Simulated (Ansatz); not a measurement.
One change: `O[Si]Cl` becomes `S[Si]Cl`.

Ansatz, PBE0-D4/def2-TZVP geometries, multiplicity 1. Each molecule was computed in one conformer, which needn't be the lowest.

```
                                           property  `O[Si]Cl`
     zero-point energy (PBE0-D4/def2-TZVP) / kJ/mol       40.6
              HOMO energy (ωB97M-V/def2-TZVPP) / eV      -9.72
                LUMO energy (B3LYP/def2-TZVPP) / eV      -2.19
 size of the dipole moment (ωB97M-V/def2-TZVPP) / D       0.89
vertical ionisation energy (CCSD(T)/CBS(def2)) / eV      10.18
                  HOMO energy (PBE/def2-TZVPP) / eV      -6.51
```

Task: Give the same properties after the change, and the shifts. (An estimate is asked.)

Result: The calculation gave: 
| property | `S[Si]Cl` | shift |
| --- | --- | --- |
| zero-point energy (PBE0-D4/def2-TZVP) / kJ/mol | 30.2 | -10.4 |
| HOMO energy (ωB97M-V/def2-TZVPP) / eV | -9.25 | 0.47 |
| LUMO energy (B3LYP/def2-TZVPP) / eV | -2.63 | -0.44 |
| size of the dipole moment (ωB97M-V/def2-TZVPP) / D | 1.76 | 0.87 |
| vertical ionisation energy (CCSD(T)/CBS(def2)) / eV | 9.56 | -0.62 |
| HOMO energy (PBE/def2-TZVPP) / eV | -6.16 | 0.35 |

With PBE0 the HOMO rises by 0.39 eV and the LUMO falls by 0.47 eV, so the gap narrows by about 0.86 eV. PBE moves the HOMO by 0.35 eV and ωB97M-V by 0.47 eV. Dipoles are sizes alone; their direction can turn.

B3LYP here is the variant with VWN-RPA as its local correlation; programs differ in this.
